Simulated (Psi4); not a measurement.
**doublet [SO2F2]−: levels of theory compared**

We compute a comparison of 3 runs (U-r2SCAN/6-311+G**, UB3LYP/6-311+G**, UPBE0/6-311+G**) of doublet [SO2F2]−. 

The results are computed with Psi4 1.11.

1 further run of the same task is left out (set aside as unsound or not needed).

### 1 Starting point

The species is [SO2F2]− (5 atoms), meant as a doublet with charge -1. SMILES of the parent species: `O=S(=O)(F)F`. The shape is that of a PBE0-D4/def2-TZVP optimisation. That shape belongs to the parent species and isn't relaxed for this state.

Bond lengths: O1–S2 1.404 Å, S2–O3 1.404 Å, S2–F4 1.539 Å, S2–F5 1.539 Å. Angles: O1–S2–O3 124.9°, O1–S2–F4 108.1°, O1–S2–F5 108.1°, O3–S2–F4 108.1°, O3–S2–F5 108.1°, F4–S2–F5 95.6°.

### 2 Energy and gradient at U-r2SCAN/6-311+G(d,p) (run 1)

f2o2s.xyz

```xyz
5
F2O2S
O     -0.388200    -0.151100     1.421700
S      0.070900    -0.096900     0.095900
O      1.129600    -0.862200    -0.418700
F     -1.140900    -0.267600    -0.837400
F      0.328600     1.377800    -0.261400
```

f2o2s_ase.py

```python
import numpy as np
from ase.calculators.psi4 import Psi4
from ase.io import read

atoms = read('f2o2s.xyz')
calc = Psi4(atoms=atoms, method='r2scan', basis='6-311+G**', memory='1600MB', num_threads=1, charge=-1, multiplicity=2, label='f2o2s', reference='uks')
calc.psi4.set_options({'puream': True, 'e_convergence': 1e-09, 'd_convergence': 1e-08, 'scf_type': 'pk', 'dft_radial_points': 99, 'dft_spherical_points': 590, 'maxiter': 100})
atoms.calc = calc

forces = atoms.get_forces()
print(f'energy: {atoms.get_potential_energy():.6f} eV')
print('forces / eV A^-1')
print(np.round(forces, 5))
```

Launch:

```sh
$ python f2o2s_ase.py
```

f2o2s.dat:

```text
[...]
  Running in c1 symmetry.
[...]
  Nuclear repulsion =  291.836081150759412
[...]
  Multiplicity = 2
[...]
  Nalpha       = 26
  Nbeta        = 25
[...]
    Number of basis functions: 118
[...]
   @UKS iter   1:  -747.68720068299331    1.01603e+00   9.71467e-03 ADIIS/DIIS
[...]
   @UKS iter  16:  -748.16338117351575   -7.95808e-13   6.04614e-09 DIIS
[...]
   @S^2 Observed:                7.507260549E-01
[...]
    Orbital Energies [Eh]
    ---------------------
    Alpha Occupied:
       1A    -88.652558     2A    -24.386612     3A    -24.386592
       4A    -18.825149     5A    -18.825136     6A     -7.945519
       7A     -5.891318     8A     -5.890678     9A     -5.887373
      10A     -1.143761    11A     -1.070622    12A     -0.946198
      13A     -0.882477    14A     -0.517093    15A     -0.435704
      16A     -0.368765    17A     -0.354379    18A     -0.306647
      19A     -0.296143    20A     -0.275283    21A     -0.264744
      22A     -0.223597    23A     -0.208533    24A     -0.169560
      25A     -0.154554    26A      0.097538
    Alpha Virtual:
[...]
  @UKS Final Energy:  -748.16338117351575
   => Energetics <=
    Nuclear Repulsion Energy =            291.8360811507594121
    One-Electron Energy =               -1622.5364988900776098
    Two-Electron Energy =                 646.5477491391370677
    DFT Exchange-Correlation Energy =     -64.0107125733346152
    Empirical Dispersion Energy =           0.0000000000000000
    VV10 Nonlocal Energy =                  0.0000000000000000
    Total Energy =                       -748.1633811735157451
[...]
 Multipole Moments:
 ------------------------------------------------------------------------------------
     Multipole            Electronic (a.u.)      Nuclear  (a.u.)        Total (a.u.)
 ------------------------------------------------------------------------------------
 L = 1.  Multiply by 2.5417464519 to convert [e a0] to [Debye]
 Dipole X            :         -0.8793183            0.7479968           -0.1313215
 Dipole Y            :          1.2020026           -1.0223140            0.1796886
 Dipole Z            :         -1.1894539            1.0118444           -0.1776095
 Magnitude           :                                                    0.2847428
[...]
  -Total Gradient:
     Atom            X                  Y                   Z
    ------   -----------------  -----------------  -----------------
       1        0.021406090985     0.002795935992    -0.062587227465
       2       -0.019442628614     0.026562048112    -0.026377183050
       3       -0.050001482410     0.036268042101     0.023981552785
       4        0.060486132234     0.007664892349     0.046924095154
       5       -0.012165631745    -0.073674106129     0.018432659359
[...]
```

The script printed:

```text
energy: -20358.562574 eV
forces / eV A^-1
[[-1.10075 -0.14377  3.21836]
 [ 0.99978 -1.36588  1.35637]
 [ 2.57118 -1.86498 -1.23318]
 [-3.11032 -0.39414 -2.41293]
 [ 0.62558  3.78847 -0.94785]]
```

Run time: 45 s. Hardware: 1 thread of Intel Xeon 6975P-C (Granite Rapids), shared host; peak memory 0.72 GiB.

### 3 Energy and forces at UB3LYP/6-311+G(d,p) (run 2)

f2o2s.json

```json
{
 "schema_name": "qcschema_input",
 "schema_version": 1,
 "molecule": {
  "schema_name": "qcschema_molecule",
  "schema_version": 2,
  "symbols": ["O", "S", "O", "F", "F"],
  "geometry": [-0.73359168, -0.28553762, 2.68662363, 0.13398158, -0.18311446, 0.18122474, 2.13463463, -1.62932186, -0.79122833, -2.15598854, -0.50569071, -1.58245666, 0.620964, 2.60366465, -0.49397441],
  "molecular_charge": -1,
  "molecular_multiplicity": 2,
  "fix_symmetry": "c1"
 },
 "driver": "gradient",
 "model": {
  "method": "b3lyp",
  "basis": "6-311+G**"
 },
 "keywords": {
  "reference": "uks",
  "puream": true,
  "e_convergence": 1e-09,
  "d_convergence": 1e-08,
  "scf_type": "pk",
  "dft_radial_points": 99,
  "dft_spherical_points": 590,
  "maxiter": 100,
  "scf_properties": ["WIBERG_LOWDIN_INDICES", "QUADRUPOLE", "MAYER_INDICES"]
 }
}
```

Launch:

```sh
$ psi4 --qcschema f2o2s.json -n 1 --memory 1600MB
```

stdout, shortened:

```text
[...]
  Running in c1 symmetry.
[...]
  Nuclear repulsion =  291.836081374620960
[...]
  Multiplicity = 2
[...]
  Nalpha       = 26
  Nbeta        = 25
[...]
    Number of basis functions: 118
[...]
   @UKS iter   1:  -747.87618376613989    1.00644e+00   9.79295e-03 DIIS/ADIIS
[...]
   @UKS iter  15:  -748.34286730774318   -1.36424e-12   4.24858e-09 DIIS
[...]
   @S^2 Observed:                7.503891692E-01
[...]
  @UKS Final Energy:  -748.34286730774318
   => Energetics <=
    Nuclear Repulsion Energy =            291.8360813746209601
    One-Electron Energy =               -1622.6248060350203559
    Two-Electron Energy =                 634.2718711045316695
    DFT Exchange-Correlation Energy =     -51.8260137518755499
    Empirical Dispersion Energy =           0.0000000000000000
    VV10 Nonlocal Energy =                  0.0000000000000000
    Total Energy =                       -748.3428673077431768
[...]
 Multipole Moments:
 ------------------------------------------------------------------------------------
     Multipole            Electronic (a.u.)      Nuclear  (a.u.)        Total (a.u.)
 ------------------------------------------------------------------------------------
 L = 1.  Multiply by 2.5417464519 to convert [e a0] to [Debye]
 Dipole X            :         -0.8757164            0.7479968           -0.1277195
 Dipole Y            :          1.1969654           -1.0223140            0.1746514
 Dipole Z            :         -1.1846130            1.0118444           -0.1727686
 Magnitude           :                                                    0.2768833
 L = 2.  Multiply by 1.3450342976 to convert [e a0^2] to [Debye ang]
 Quadrupole XX       :       -122.9016872           86.3576364          -36.5440508
 Quadrupole XY       :          2.8285741           -2.1868751            0.6416990
[...]
  -Total Gradient:
     Atom            X                  Y                   Z
    ------   -----------------  -----------------  -----------------
       1        0.021172216208     0.003761222564    -0.064747055074
       2       -0.020495238025     0.027997550593    -0.027796458933
       3       -0.051673181021     0.037907434185     0.023563401965
       4        0.064838575933     0.009190748941     0.049923972560
       5       -0.013825169935    -0.078879801122     0.019075805195
[...]
```

The result, in JSON:

```text
{
 "driver": "gradient",
 "model": {
  "method": "b3lyp",
  "basis": "6-311+G**"
 },
 "success": true,
 "return_result": [0.021172216207722416, 0.003761222564309671, -0.06474705507392886, -0.02049523802535904, 0.02799755059250711, -0.027796458933320473, -0.0516731810211386, 0.03790743418462647, 0.023563401964910274, 0.06483857593253484, 0.009190748940770183, 0.04992397255981314, -0.013825169935067029, -0.0788798011222456, 0.019075805195191434],
 "properties": {
  "calcinfo_nbasis": 118,
  "calcinfo_nmo": 118,
  "calcinfo_nalpha": 26,
  "calcinfo_nbeta": 25,
  "calcinfo_natom": 5,
  "nuclear_repulsion_energy": 291.83608137462096,
  "return_energy": -748.3428673077432,
  "return_gradient": [0.021172216207722416, 0.003761222564309671, -0.06474705507392886, -0.02049523802535904, 0.02799755059250711, -0.027796458933320473, -0.0516731810211386, 0.03790743418462647, 0.023563401964910274, 0.06483857593253484, 0.009190748940770183, 0.04992397255981314, -0.013825169935067029, -0.0788798011222456, 0.019075805195191434],
  "scf_one_electron_energy": -1622.6248060350204,
  "scf_two_electron_energy": 634.2718711045317,
  "scf_xc_energy": -51.82601375187555,
  "scf_dipole_moment": [-0.12771953113159196, 0.17465140900191978, -0.17276857238839072],
  "scf_total_energy": -748.3428673077432,
  "scf_total_gradient": [0.021172216207722416, 0.003761222564309671, -0.06474705507392886, -0.02049523802535904, 0.02799755059250711, -0.027796458933320473, -0.0516731810211386, 0.03790743418462647, 0.023563401964910274, 0.06483857593253484, 0.009190748940770183, 0.04992397255981314, -0.013825169935067029, -0.0788798011222456, 0.019075805195191434],
  "scf_iterations": 15
 }
}
```

Run time: 24 s. Hardware: 1 thread of Intel Xeon 6975P-C (Granite Rapids), shared host; peak memory 0.7 GiB.

### 4 Energy and gradient at UPBE0/6-311+G(d,p) (run 3)

f2o2s.in

```
memory 1.6 GB

molecule {
  -1 2
  O     -0.388200    -0.151100     1.421700
  S      0.070900    -0.096900     0.095900
  O      1.129600    -0.862200    -0.418700
  F     -1.140900    -0.267600    -0.837400
  F      0.328600     1.377800    -0.261400
  symmetry c1
}

set reference uks
set puream true
set e_convergence 1e-09
set d_convergence 1e-08
set scf_type pk
set dft_radial_points 99
set dft_spherical_points 590
set maxiter 100

E, wfn = gradient("pbe0/6-311+G**", return_wfn=True)
oeprop(wfn, "MAYER_INDICES", "MULLIKEN_CHARGES", "QUADRUPOLE")
```

Launch:

```sh
$ psi4 -i f2o2s.in -o f2o2s.out -n 1
```

f2o2s.out, shortened:

```text
[...]
  Running in c1 symmetry.
[...]
  Nuclear repulsion =  291.836081150759412
[...]
  Multiplicity = 2
[...]
  Nalpha       = 26
  Nbeta        = 25
[...]
    Number of basis functions: 118
[...]
   @UKS iter   1:  -747.44428040798823    9.48417e-01   8.95502e-03 ADIIS/DIIS
[...]
   @UKS iter  16:  -747.84825462619312   -7.84439e-12   3.63866e-09 DIIS
[...]
   @S^2 Observed:                7.506064876E-01
[...]
  @UKS Final Energy:  -747.84825462619312
   => Energetics <=
    Nuclear Repulsion Energy =            291.8360811507594121
    One-Electron Energy =               -1622.3823780451707535
    Two-Electron Energy =                 630.9146698744513060
    DFT Exchange-Correlation Energy =     -48.2166276062330752
    Empirical Dispersion Energy =           0.0000000000000000
    VV10 Nonlocal Energy =                  0.0000000000000000
    Total Energy =                       -747.8482546261931247
[...]
  -Total Gradient:
     Atom            X                  Y                   Z
    ------   -----------------  -----------------  -----------------
       1        0.017074260510     0.002821504447    -0.051612361860
       2       -0.017774625270     0.024281305395    -0.024118046898
       3       -0.041209276788     0.030145487049     0.019041256558
       4        0.052784242342     0.006989537545     0.040834467218
       5       -0.010857272836    -0.064260842209     0.015874434667
[...]
 Multipole Moments:
 ------------------------------------------------------------------------------------
     Multipole            Electronic (a.u.)      Nuclear  (a.u.)        Total (a.u.)
 ------------------------------------------------------------------------------------
 L = 1.  Multiply by 2.5417464519 to convert [e a0] to [Debye]
 Dipole X            :         -0.8609972            0.7479968           -0.1130003
 Dipole Y            :          1.1769452           -1.0223140            0.1546312
 Dipole Z            :         -1.1646521            1.0118444           -0.1528077
 Magnitude           :                                                    0.2450104
 L = 2.  Multiply by 1.3450342976 to convert [e a0^2] to [Debye ang]
 Quadrupole XX       :       -123.0660201           86.3576364          -36.7083838
 Quadrupole XY       :          2.7836327           -2.1868751            0.5967576
[...]
  Mulliken Charges: (a.u.)
   Center  Symbol    Alpha    Beta     Spin     Total
[...]
```

Run time: 24 s. Hardware: 1 thread of Intel Xeon 6975P-C (Granite Rapids), shared host; peak memory 0.7 GiB.

### 5 All runs side by side

| run | level | energy (Eh) | HOMO energy (eV) | LUMO energy (eV) | ⟨S²⟩ | wall time |
| --- | --- | --- | --- | --- | --- | --- |
| 1 | U-r2SCAN/6-311+G** | -748.163381 | 2.65 | 3.35 | 0.751 | 45 s |
| 2 | UB3LYP/6-311+G** | -748.342867 | 2.28 | 3.38 | 0.750 | 24 s |
| 3 | UPBE0/6-311+G** | -747.848255 | 2.25 | 3.76 | 0.751 | 24 s |

### 6 What came out

| quantity | value |
| --- | --- |
| run 3: total energy | -747.84825 Eh |
| run 3: HOMO energy (highest over α and β) | 2.25 eV |
| run 3: LUMO energy (lowest over α and β) | 3.76 eV |
| run 3: ⟨S²⟩ | 0.751 |
| run 3: largest force on an atom | 3.450 eV/Å |

In words: Totals of different functionals can't be ranked against each other. In runs 1, 2, 3 the HOMO lies above zero, so the outermost electron may be held by the basis alone. All runs together took 93 s, the longest 45 s.
